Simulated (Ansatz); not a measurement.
Molecular dynamics, step by step

C$_{2}$HO (SMILES [CH]=C=O), doublet, HF/def2-SVP (Ansatz 0.2.0). Settings (timestep in fs, temperature in K; T counts 6 degrees of freedom):

```yaml
hamiltonian: {xc: hf}
md: {n_steps: 30, timestep: 0.25, temperature: 1000, ensemble: nve, seed: 268, initial_velocities: maxwell_boltzmann}
```

Start (the SMILES describes the start alone):

| atom | x (Å) | y (Å) | z (Å) |
| --- | --- | --- | --- |
| C1 | -0.1718 | 0.5726 | -0.2768 |
| C2 | 0.1316 | -0.5083 | 0.2714 |
| O3 | 0.3961 | -1.5190 | 0.8148 |
| H4 | -0.3559 | 1.4547 | -0.8093 |

| step | time (fs) | potential energy less the start (meV) | kinetic energy (meV) | T (K) |
| --- | --- | --- | --- | --- |
| 0 | 0.00 | 0.0 | 258.5 | 1000 |
| 2 | 0.50 | 1.5 | 257.1 | 994 |
| 4 | 1.00 | 6.9 | 251.6 | 973 |
| 6 | 1.50 | 15.8 | 242.7 | 939 |
| 8 | 2.00 | 28.4 | 230.1 | 890 |
| 10 | 2.50 | 45.2 | 213.3 | 825 |
| 12 | 3.00 | 66.6 | 191.9 | 742 |
| 14 | 3.50 | 91.8 | 166.8 | 645 |
| 16 | 4.00 | 118.5 | 140.1 | 542 |
| 18 | 4.50 | 144.0 | 114.7 | 444 |
| 20 | 5.00 | 164.9 | 93.8 | 363 |
| 22 | 5.50 | 178.9 | 79.9 | 309 |
| 24 | 6.00 | 184.4 | 74.3 | 288 |
| 26 | 6.50 | 181.5 | 77.2 | 299 |
| 28 | 7.00 | 171.4 | 87.3 | 338 |
| 30 | 7.50 | 156.1 | 102.5 | 397 |

Step 4, positions (Å) and forces (eV/Å):

| atom | x | y | z | Fx | Fy | Fz |
| --- | --- | --- | --- | --- | --- | --- |
| C1 | -0.166 | 0.561 | -0.276 | -0.076 | 0.203 | -0.059 |
| C2 | 0.129 | -0.505 | 0.279 | 0.306 | -1.164 | 0.566 |
| O3 | 0.394 | -1.512 | 0.807 | -0.008 | 0.040 | 0.012 |
| H4 | -0.364 | 1.439 | -0.799 | -0.221 | 0.921 | -0.519 |

Step 26, positions (Å) and forces (eV/Å):

```tsv
atom	x	y	z	Fx	Fy	Fz
C1	-0.144	0.526	-0.283	-0.986	3.635	-1.776
C2	0.118	-0.501	0.325	-0.332	1.335	-1.008
O3	0.390	-1.488	0.777	1.242	-4.709	2.603
H4	-0.426	1.431	-0.781	0.076	-0.261	0.180
```

Step 28, positions (Å) and forces (eV/Å):

```json
{"atom": "C1", "x": "-0.143", "y": "0.527", "z": "-0.285", "Fx": "-0.862", "Fy": "3.203", "Fz": "-1.516"}
{"atom": "C2", "x": "0.117", "y": "-0.500", "z": "0.329", "Fx": "-0.367", "Fy": "1.490", "Fz": "-1.135"}
{"atom": "O3", "x": "0.391", "y": "-1.490", "z": "0.776", "Fx": "1.213", "Fy": "-4.616", "Fz": "2.570"}
{"atom": "H4", "x": "-0.431", "y": "1.428", "z": "-0.777", "Fx": "0.016", "Fy": "-0.078", "Fz": "0.081"}
```

Last step (30):

```
4
angstrom
C -0.1428 0.5290 -0.2884
C 0.1156 -0.4987 0.3323
O 0.3914 -1.4915 0.7754
H -0.4356 1.4243 -0.7736
```

The run took about 11 s on 2 CPU threads of an Arm Neoverse V2 (shared host).
